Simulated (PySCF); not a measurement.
Numbering as in the mapped SMILES `[CH2:1]=[CH:2][C:3]#[N:4]`. Hydrogens are named by the atom that carries them. Ha(C1) is cis to C3; Hb(C1) is trans to C3.

GIAO shifts from PySCF on PBE0-D3(BJ)/def2-TZVP geometries (one conformer, non-relativistic, equivalent nuclei averaged), against TMS at the same level and in the same medium; PCM means IEF-PCM chloroform.

Measured (solution, not stated per compound (mostly CDCl3 or CCl4); Pretsch, Buehlmann, Badertscher, Structure Determination of Organic Compounds, 4th ed. (2009)): H(C2) 5.69, Hb(C1) 6.11, Ha(C1) 6.24 ppm.

Question: Which unscaled values do B97-2/pcSseg-2, gas; WP04/pcSseg-2, PCM; wB97X-D/pcSseg-2, PCM give, and how close are they?

Answer: 
```csv
atoms,measured,"B97-2/pcSseg-2, gas","WP04/pcSseg-2, PCM","wB97X-D/pcSseg-2, PCM"
H(C2),5.69,5.82,5.82,6.08
Hb(C1),6.11,6.22,6.45,6.77
Ha(C1),6.24,6.43,6.54,6.86
```

Mean absolute error for $^{1}$H: B97-2/pcSseg-2, gas 0.14, WP04/pcSseg-2, PCM 0.26, wB97X-D/pcSseg-2, PCM 0.56 ppm.
